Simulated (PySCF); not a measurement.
Two probes of the same atoms: core binding energy and nuclear shielding

C3H2ClFO.
SMILES with atom numbers: `[O:1]=[C:2]([Cl:3])/[CH:4]=[CH:5]/[F:6]`

Binding energies: PySCF, delta-SCF UKS SCAN, pcX-2 on the ionised atom, pcseg-1 elsewhere, spin-free X2C. Shieldings: GIAO PBE0/pcSseg-1, non-relativistic, same geometry.

```tsv
atom	C 1s (eV)
C2	295.13
C4	291.88
C5	294.18
```

**Question.** What are the absolute isotropic shieldings of these atoms?

**Answer.** 
```tsv
atom	environment	C 1s (eV)	isotropic shielding (ppm)
C4	alkene CH carbon	291.88	68.1
C5	vinylic C–F carbon	294.18	9.9
C2	acyl halide carbon	295.13	12.6
```

**Question.** Among the listed atoms, is the one with the highest binding energy also the least shielded?

**Answer.** No. The highest binding energy is at C2 (295.13 eV, shielding 12.6 ppm), the lowest shielding at C5 (9.9 ppm, 294.18 eV).

By binding energy: C4 < C5 < C2. By shielding: C5 < C2 < C4.

One conformer (not necessarily the lowest) at the GFN2-xTB geometry, without solvent, vibrations or thermal averaging.

Shape of the structure used: `[O:1]=[C:2]([Cl:3])/[CH:4]=[CH:5]/[F:6]`: O1–C2–C4–C5 0°.
